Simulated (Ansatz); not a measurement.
# BNH₅ radical (built from SMILES B.[NH2]): functionals against CCSD(T) at one geometry

The task here is to estimate one member of a computed series from the others.

Program: Ansatz 0.2.0, Gaussian basis. Level of theory: single points in def2-TZVPP. These are calculated values, not measurements.

Correlated methods freeze the cores. Orbitals are unrestricted. B3LYP uses VWN-RPA correlation.

## Starting geometry

7 atoms, charge 0, spin multiplicity 2.

Atoms are counted from 1 here; the program's logs count them from 0.

Bond lengths: H1–B2 1.383 Å, H1–N3 1.276 Å, B2–N3 1.545 Å, B2–H4 1.120 Å, B2–H5 1.181 Å, N3–H6 1.077 Å, N3–H7 0.992 Å. Angles: B2–H1–N3 70.9°, H1–B2–N3 51.3°, H1–B2–H4 120.7°, H1–B2–H5 116.3°, N3–B2–H4 117.7°, N3–B2–H5 117.2°, H4–B2–H5 117.3°, H1–N3–B2 57.8°, H1–N3–H6 122.1°, H1–N3–H7 124.9°, B2–N3–H6 117.7°, B2–N3–H7 119.5°, H6–N3–H7 107.1°.

Geometry (Å):

```xyz
7
charge 0, multiplicity 2
H     0.02400   -1.02100    0.41410
B    -0.27430   -0.26150   -0.70290
N     0.26510    0.20580    0.66760
H     0.42580   -0.22820   -1.57630
H    -1.42010   -0.07970   -0.92130
H    -0.38580    0.80130    1.28480
H     1.17060    0.60670    0.72570
```

The first run:

Contents of run/in.yaml:

```yaml
crystal:
  periodic: [false, false, false]
  atoms:
    - {symbol: H, position_ang: [0.024000, -1.021000, 0.414100]}
    - {symbol: B, position_ang: [-0.274300, -0.261500, -0.702900]}
    - {symbol: N, position_ang: [0.265100, 0.205800, 0.667600]}
    - {symbol: H, position_ang: [0.425800, -0.228200, -1.576300]}
    - {symbol: H, position_ang: [-1.420100, -0.079700, -0.921300]}
    - {symbol: H, position_ang: [-0.385800, 0.801300, 1.284800]}
    - {symbol: H, position_ang: [1.170600, 0.606700, 0.725700]}
basis:
  gaussian: {orbitals: def2-TZVPP}
magnetization: {spin_polarized: true, initial_magnetization: 1}
correlation: {method: ccsd_t}
scf: {omitted_lower_state_checks: [cluster_reference]}
output: {forces: true}
```

No record of the launch command was kept for these runs.

Steps of the session up to this table: CCSD(T)/def2-TZVPP; PBE0-D4/def2-TZVPP; wB97M-V/def2-TZVPP; r2SCAN-D4/def2-TZVPP; PBE-D4/def2-TZVPP; HSE06-D4/def2-TZVPP; B3LYP-D4/def2-TZVPP.

One table of the session follows, with a row left open; its other results are not shown here.

| method | RMS force component (eV/Å) | angle to CCSD(T) forces (°) | dipole (D) |
| --- | --- | --- | --- |
| CCSD(T) | 1.166 | reference | 3.01 |
| PBE0-D4 | 1.157 | 4.8 | 3.03 |
| wB97M-V | 1.152 | 3.2 | 3.04 |
| r2SCAN-D4 | ? | ? | ? |
| PBE-D4 | 1.117 | 8.6 | 3.02 |
| HSE06-D4 | 1.155 | 4.9 | 3.03 |
| B3LYP-D4 | 1.143 | 3.1 | 2.97 |

Estimate the missing values for r2SCAN-D4.

As computed: RMS force component (eV/Å): 1.138; angle to CCSD(T) forces (°): 2.1; dipole (D): 3.04. In the column «RMS force component (eV/Å)» it lies between PBE-D4 (1.117) and B3LYP-D4 (1.143).
